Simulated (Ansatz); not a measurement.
Saddle point of SiH₈O₂, singlet (SiH₄ + H₂O + H₂O → SiH₄O ([OH][SiH3]) + H₂O + H₂; bonds formed: Si1–O7, H2–H8, H6–O9; bonds broken: Si1–H2, H6–O7, H8–O9), PBE0-D4/def2-TZVP structure:

```
11
angstrom
Si -0.5540 0.2235 -1.1264
H -1.0990 -0.4893 0.3300
H -0.8833 -1.0702 -1.7915
H -1.7026 1.1656 -1.0055
H 0.2184 0.8964 -2.2595
H 0.9577 -0.1220 0.9483
O 0.9192 0.4480 -0.1276
H -0.4184 -0.7558 1.2205
O 0.5131 -0.7790 1.8214
H 1.6854 0.7416 -0.6282
H 0.3637 -0.2589 2.6186
```

Energies are electronic, without zero-point energy. Barriers and step energies count from the start structure reached by relaxing down the imaginary mode; all methods use the PBE0-D4 structures, on which another method's saddle can fall below an end. Program: Ansatz 0.2.0. Basis: def2-TZVPP, with def2-QZVPP for the basis limit. Cores are frozen in the correlated methods. B3LYP uses VWN-RPA correlation. Extrapolation: Hartree–Fock as exp(−7.88 √X), correlation as X^−2.97.

```tsv
method	barrier (kJ/mol)	step energy (kJ/mol)
SPW92	48.0	-34.3
PBE-D4	106.1	-41.9
BLYP-D4	127.7	-50.9
r2SCAN-D4	112.8	-50.6
B97M-V	128.6	-46.2
PBE0-D4	123.1	-43.1
B3LYP-D4	?	-50.8
r2SCAN0-D4	?	-49.6
BHLYP-D4	158.3	-52.3
CAM-B3LYP-D4	137.1	-50.9
wB97X-V	143.7	-48.9
wB97M-V	142.1	-48.4
B2PLYP	146.0	-52.9
PBE-QIDH	?	-48.7
RPA on PBE	155.7	-49.9
HF	225.1	-55.8
MP2	143.4	-56.1
CCSD	164.4	-49.1
CCSD(T)	152.4	-49.3
```

(1) Fill in the withheld barriers. (An estimate is asked for; the value comes from the calculation.)

T1 diagnostic: at most 0.012.

Results:

(1) The calculation gives: r2SCAN0-D4 126.2; PBE-QIDH 136.8; B3LYP-D4 138.2 kJ/mol. Each is the energy of the saddle less that of the start structure, by the same method.

For comparison, the barrier by CCSD(T) at an estimated basis limit (MP2 extrapolated from triple and quadruple zeta, plus CCSD(T) − MP2 in triple zeta) is 152.2 kJ/mol.

Labels in which every atom is bracketed show which atoms are joined, not bond orders.

For scale, one of the runs: CCSD(T)/def2-TZVPP, 216 basis functions, launched by `ansatz run in.yaml --threads 4 --pin off --events-out ev --progress --plain --max-ram 9574MiB`. Time: 94 s of wall clock on 4 CPU threads of an AMD EPYC; the host was shared. Peak host memory: 3.2 GiB.
